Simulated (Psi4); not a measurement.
# BF (SMILES [B]F): HF/3-21G

Aim: the vertical electron affinity of BF at HF/3-21G, from 2 runs. 

The results are computed with Psi4 1.11.

## 1. The system as given

BF: 2 atoms, total charge 0, spin state singlet. SMILES: `[B]F`. The coordinates come from a PBE0-D4/def2-TZVP relaxation.

Bond lengths: B1–F2 1.263 Å.

## 2. The energy at HF/3-21G

calc.dat

```
memory 2200 mb

molecule molecule1 {
  B      0.00000000     0.00000000    -0.01766894
  F      0.00000000     0.00000000     2.36922523
  units au
  symmetry c1
  no_reorient
  no_com
}

set basis 3-21G
set puream true
set e_convergence 1e-09
set d_convergence 1e-08
set scf_type pk

energy('hf')
```

Command:

```console
$ psi4 -n 1 calc.dat calc.out
```

calc.out:

```text
[...]
  Running in c1 symmetry.
[...]
  Nuclear repulsion =   18.852951490513714
[...]
  Multiplicity = 1
[...]
  Nalpha       = 7
  Nbeta        = 7
[...]
    Number of basis functions: 18
[...]
   @RHF iter   1:  -123.41802565324387   -6.88772e-01   1.03449e-02 DIIS/ADIIS
[...]
   @RHF iter   9:  -123.43182664791811   -3.55271e-13   2.95830e-09 DIIS
[...]
    Orbital Energies [Eh]
    ---------------------
    Doubly Occupied:
       1A    -26.254436     2A     -7.676994     3A     -1.693145
       4A     -0.828317     5A     -0.728345     6A     -0.728345
       7A     -0.399829
[...]
  @RHF Final Energy:  -123.43182664791811
   => Energetics <=
    Nuclear Repulsion Energy =             18.8529514905137141
    One-Electron Energy =                -207.9507338748846905
    Two-Electron Energy =                  65.6659557364528723
    Total Energy =                       -123.4318266479181148
[...]
 Multipole Moments:
 ------------------------------------------------------------------------------------
     Multipole            Electronic (a.u.)      Nuclear  (a.u.)        Total (a.u.)
 ------------------------------------------------------------------------------------
 L = 1.  Multiply by 2.5417464519 to convert [e a0] to [Debye]
 Dipole X            :         -0.0000000            0.0000000           -0.0000000
 Dipole Y            :          0.0000000            0.0000000            0.0000000
 Dipole Z            :        -20.9272637           21.2346824            0.3074187
 Magnitude           :                                                    0.3074187
[...]
```

Wall time 1.2 s (1 thread of Intel Xeon 6975P-C (Granite Rapids), shared host); peak memory 0.18 GiB.

## 3. The doublet anion: energy and gradient at UHF/3-21G

run.py

```python
import numpy as np
from ase.calculators.psi4 import Psi4
from ase import Atoms

atoms = Atoms(['B', 'F'], positions=[
    [0.000000, 0.000000, -0.009350],
    [0.000000, 0.000000, 1.253740],
])
calc = Psi4(atoms=atoms, method='scf', basis='3-21G', memory='2200MB', num_threads=1, charge=-1, multiplicity=2, label='calc', reference='uhf')
calc.psi4.set_options({'puream': True, 'e_convergence': 1e-09, 'd_convergence': 1e-08, 'scf_type': 'pk', 'maxiter': 100})
atoms.calc = calc

forces = atoms.get_forces()
print(f'energy: {atoms.get_potential_energy():.6f} eV')
print('forces / eV A^-1')
print(np.round(forces, 5))
```

Command:

```console
$ python run.py
```

calc.dat:

```text
[...]
  Running in c1 symmetry.
[...]
  Nuclear repulsion =   18.852951476260600
[...]
  Multiplicity = 2
[...]
  Nalpha       = 8
  Nbeta        = 7
[...]
    Number of basis functions: 18
[...]
   @UHF iter   1:  -123.30785802226197   -5.78604e-01   1.25937e-02 ADIIS/DIIS
[...]
   @UHF iter  11:  -123.32758041394926   -5.54223e-13   7.51784e-09 DIIS
[...]
   @S^2 Observed:                7.553031899E-01
[...]
    Orbital Energies [Eh]
    ---------------------
    Alpha Occupied:
       1A    -25.894999     2A     -7.265658     3A     -1.354239
       4A     -0.502426     5A     -0.437233     6A     -0.394788
       7A     -0.098707     8A      0.088708
    Alpha Virtual:
       9A      0.417961    10A      0.582901    11A      0.917440
      12A      0.966429    13A      1.083281    14A      1.309975
      15A      2.521287    16A      2.542712    17A      2.689820
      18A      4.240532
    Beta Occupied:
[...]
  @UHF Final Energy:  -123.32758041394926
   => Energetics <=
    Nuclear Repulsion Energy =             18.8529514762605999
    One-Electron Energy =                -212.7277836152610462
    Two-Electron Energy =                  70.5472517250511686
    Total Energy =                       -123.3275804139492635
  UHF NO Occupations:
  HONO-2 :    6  A 1.9997986
  HONO-1 :    7  A 1.9976157
[...]
 Multipole Moments:
 ------------------------------------------------------------------------------------
     Multipole            Electronic (a.u.)      Nuclear  (a.u.)        Total (a.u.)
 ------------------------------------------------------------------------------------
 L = 1.  Multiply by 2.5417464519 to convert [e a0] to [Debye]
 Dipole X            :          0.0000000            0.0000000            0.0000000
 Dipole Y            :         -0.0000000            0.0000000           -0.0000000
 Dipole Z            :          1.4425352            0.3254674            1.7680027
 Magnitude           :                                                    1.7680027
[...]
  -Total Gradient:
     Atom            X                  Y                   Z
    ------   -----------------  -----------------  -----------------
       1        0.000000000000    -0.000000000000     0.153842759072
       2       -0.000000000000     0.000000000000    -0.153842759072
[...]
```

The script printed:

```text
energy: -3355.914398 eV
forces / eV A^-1
[[-0.       0.      -7.91091]
 [ 0.      -0.       7.91091]]
```

Run time: 1.5 s. Hardware: 1 thread of Intel Xeon 6975P-C (Granite Rapids), shared host; peak memory 0.19 GiB.

## 4. Summary of results

At HF/3-21G:

```
                                         quantity          value
                         singlet BF: total energy  -123.43183 Eh
                        singlet BF: dipole moment         0.78 D
                          singlet BF: HOMO energy      -10.88 eV
                          singlet BF: LUMO energy        3.24 eV
                        singlet BF: HOMO–LUMO gap       14.12 eV
                      doublet anion: total energy  -123.32758 Eh
doublet anion: HOMO energy (highest over α and β)        2.41 eV
 doublet anion: LUMO energy (lowest over α and β)       11.37 eV
                              doublet anion: ⟨S²⟩          0.755
          doublet anion: largest force on an atom     7.911 eV/Å
vertical electron affinity (to the doublet anion)      -2.837 eV
```

**Reading.** The anion lies 2.84 eV (65 kcal/mol) above the neutral: the electron isn't bound at this level, and such a value depends on the basis. Without diffuse functions anions come out too high. Hartree–Fock misses the correlation that binds many anions. The HOMO (doublet anion) lies at positive energy, 2.41 eV: the electron is unbound at this level or held by a compact basis; values depend on the basis.
